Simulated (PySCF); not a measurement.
SiO2: one-bond stretch

These are results of BP86 in PySCF with Si def2-TZVP, O def2-TZVP; no relativity; density-fitted integrals, not measurements.

Rigid scan from the singlet minimum (Si–O 1.527 Å (×2); O–Si–O 180.0°). Coordinate: the bond from Si to the last atom (O) scaled, the rest fixed. Energies in kJ/mol from the minimum.

```tsv
scale of one bond	E (kJ/mol)	dipole size (D)
0.92	49.1	0.32
0.96	10.8	0.16
1.00	0.0	0.00
1.05	13.0	0.19
1.12	61.4	0.45
1.20	137.7	0.71
1.35	290.4	1.11
1.55	457.3	–
1.80	773.4	–
2.20	677.9	–
```

At long bonds a restricted determinant can lie too high, and another spin state can fall below this curve.

Other isomers or separated fragments may lie lower.

The scan took about 3 core-minutes on a shared host.
